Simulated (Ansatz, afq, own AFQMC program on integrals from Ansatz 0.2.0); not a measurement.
AFQMC on a folder of integrals that Ansatz 0.2.0 wrote.

```yaml
crystal:
  periodic: [false, false, false]
  atoms:
    - {symbol: Br, position_ang: [0.000000, 0.000000, 0.000000]}
basis:
  gaussian: {orbitals: aug-cc-pVDZ}
magnetization: {spin_polarized: true, initial_magnetization: 1}
correlation: {method: ccsd_t, electrons: outside_noble_gas, hamiltonian_folder: ham}
```

```sh
$ ansatz run in.yaml --threads 1 --pin off --events-out ev --progress --plain --max-ram 24576MiB --backend cuda --devices 0, --max-vram 18GiB
```

Options of the walk:

```
--method free --trial cisd --walkers 4000 --time-step 0.03 --max-blocks 4000 --target-error 0.00019 --factor-cut 1e-05 --seed 9155 --times 0,0.3,0.6,1.2,1.8,2.4,3.6,4.8,6 --taylor-order 8
```

Times are imaginary, in 1/Eh. The walk had a cap of 61 s. Filled inner d shells are frozen with the cores.

Log:

```
orbitals 22  electrons 4 3  factors 127 of 240
reference energy -2572.37077991 Eh
CCSD correlation -0.11324679 Eh in 8 cycles, weight of the determinant in the CISD state 0.9441
repeat  energy at the last time / Eh  error
    10  -2572.486202  0.000052
    20  -2572.486208  0.000040
    30  -2572.486206  0.000029
time / (1/Eh)  energy / Eh  error  mean overlap
  0.00  -2572.484037  0.000009  1.0593
  0.30  -2572.485277  0.000012  1.0601
  0.60  -2572.485786  0.000012  1.0596
  1.20  -2572.486099  0.000013  1.0615
  1.80  -2572.486177  0.000011  1.0630
  2.40  -2572.486219  0.000011  1.0635
  3.60  -2572.486287  0.000016  1.0603
  4.80  -2572.486270  0.000018  1.0593
  6.00  -2572.486203  0.000028  1.0607
energy -2572.486203 +/- 0.000028 Eh
```

The run passed its tests (error under three times the target), which doesn't prove that it has relaxed.

Against this walk (error 0.8 meV) on the same determinant: CCSD(T) 11.3 meV higher, CCSDT(Q) 0.4 meV lower (within the noise), CCSDTQ 0.7 meV lower (within the noise), full CI 0.8 meV lower (within the noise). The error is statistical, and a free projection of finite length keeps a remainder of its start. The last points scatter (meV from the last: 0.7 ± 0.3 at 1.80, -0.5 ± 0.3 at 2.40, -2.3 ± 0.4 at 3.60, -1.8 ± 0.5 at 4.80, 0.0 ± 0.8 at 6.00); the last is the one printed as the energy, and the gaps above move with that scatter.

Cautions: remainder of the start not in the error; no relativity below Rb; no spin-orbit coupling; inner d shell frozen.

The walk took 23 s on 1 × NVIDIA H100 80GB HBM3 with 2 threads of AMD EPYC 7R13 Processor (Zen 3), with other jobs on the host (the card was shared). The log's last line is the free-projection energy.

CCSDT and higher add their correlation energy to the determinant of the CCSD(T) run, since their own runs factorise the integrals more tightly (a shift of under 2 meV). A walk keeps the symmetry of its determinant, which the program's search chose and which needn't be the lowest solution, so a lower state of the same spin and another symmetry isn't excluded.
